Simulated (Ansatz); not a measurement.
fcc Pt, treated with PBE+SOC (Ansatz, a first-principles code, plane waves, PAW).

Run with plane-wave cutoff 520 eV, 28×28×28 k mesh, Fermi–Dirac smearing 0.042 eV (set by the program), PAW data made under PBE.

Computed at the level's own relaxed cell.

Hill averages of the elastic tensor: K = 243.5 GPa, G = 57.3 GPa. Volume 15.677 Å³/atom, mean atomic mass 195.084 u.

Question: Work out the density, the sound velocities of a polycrystal and the elastic Debye temperature, and Pugh's ratio at this level.

Answer: ρ = 1.66054 × 195.084/15.677 = 20.664 g/cm³. v_l = √[(K + 4G/3)/ρ] = 3.935 km/s and v_t = √(G/ρ) = 1.665 km/s. The mean follows from 3/v_m³ = 1/v_l³ + 2/v_t³: v_m = 1.882 km/s. Θ_D = (ħ/k_B) v_m (6π²/V)^(1/3) = 76.38 K Å s/km × 1.882 × 1.5574 Å⁻¹ = 224 K, counting all atoms of the cell. K/G = 4.25, to be set beside Pugh's rough bound of 1.75 between brittle and ductile metals.
